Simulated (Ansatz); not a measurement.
System: CaB6-type LaB6. Method: PBEsol-D3(BJ) (plane waves, PAW; Ansatz, a program for electronic structure).

Numerical settings: plane-wave cutoff 520 eV, 14×14×14 k mesh, Fermi–Dirac smearing 0.05 eV, scalar-relativistic PAW data made under PBE.

Shape and atoms are relaxed at each volume.

Pressure at four volumes; x = ln(V/9.852 Å³). One pressure is withheld.

```json
[
 {"V (Å³/atom)": "9.458", "x": "-0.0408", "P (GPa)": "?"},
 {"V (Å³/atom)": "9.655", "x": "-0.0202", "P (GPa)": "3.91"},
 {"V (Å³/atom)": "9.852", "x": "0.0000", "P (GPa)": "0.00"},
 {"V (Å³/atom)": "10.246", "x": "0.0392", "P (GPa)": "-6.80"}
]
```

### Question
Pass a parabola P(x) through the three rows shown, estimate the bulk modulus and its pressure derivative near zero pressure, and predict the withheld pressure.

### Answer
Slopes between the rows: (0.00 − (3.91))/(0.0000 − (-0.0202)) = -193.56 and (-6.80 − (0.00))/(0.0392 − (0.0000)) = -173.47 GPa. Their difference over the span 0.0594 is c = 20.09/0.0594 = 338.2 GPa, so P(x) = 3.91 + (-193.56)(x − (-0.0202)) + 338.2 (x − (-0.0202))(x − (0.0000)). At the middle row B = −dP/dx = −[-193.56 + 338.2 × 0.0202] = 186.7 GPa, and B′ = dB/dP = 2c/B = 3.6. At x = -0.0408 the parabola gives 8.18 GPa; the run gives 8.21 GPa. The Birch–Murnaghan fit to the energies at all volumes has B0 = 187 GPa and B′ = 3.7.

Measured, for comparison: bulk modulus 164 ± 2 GPa (room temperature, no zero-point or thermal correction, isothermal; as tabulated in LaB6 under pressure, Phys. Rev. B 80, 172104 (doi 10.1103/PhysRevB.80.172104)). Computed (rounded) less measured: bulk modulus +14 %.

Note: the bulk modulus comes from volumes at which shape and atoms were relaxed.

Spin–orbit coupling is not included.
